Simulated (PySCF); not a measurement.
# CHP (Phosphaethyne): the cost of one run

Programs: PySCF 2.14.0, with density-fitted response routines of our own. Each step states its level of theory. These are calculated values for one molecule in the gas phase, unless marked as measured. Atoms are numbered from 0 throughout.

## 1. The molecule as given

3 atoms, charge 0, multiplicity 1; geometry from: GFN2-xTB.

Bonds of the start (Å): C0–P1 1.55, C0–H2 1.06.

## 2. Optimising the geometry at PBE0-D3(BJ)/def2-SVP

The job: settings as JSON, then the geometry in Å.

```
{"job": {"xc": "PBE0", "basis": "def2-SVP", "d3": "d3bj", "grid": 1, "kind": "geom"}, "charge": 0, "multiplicity": 1}
C     -0.159201     0.083772    -0.003368
P      1.381836    -0.049084    -0.011187
H     -1.211154     0.174667     0.002002
```

Started as:

```sh
$ OMP_NUM_THREADS=1 python probes_run.py task.json out
```

The driver reads the jobs from task.json and runs them one after another.

Q: Estimate the wall time and peak memory of this first job on 1 thread of Arm Neoverse V1, shared host.

About 2 s, with a peak of 0.31 GiB.
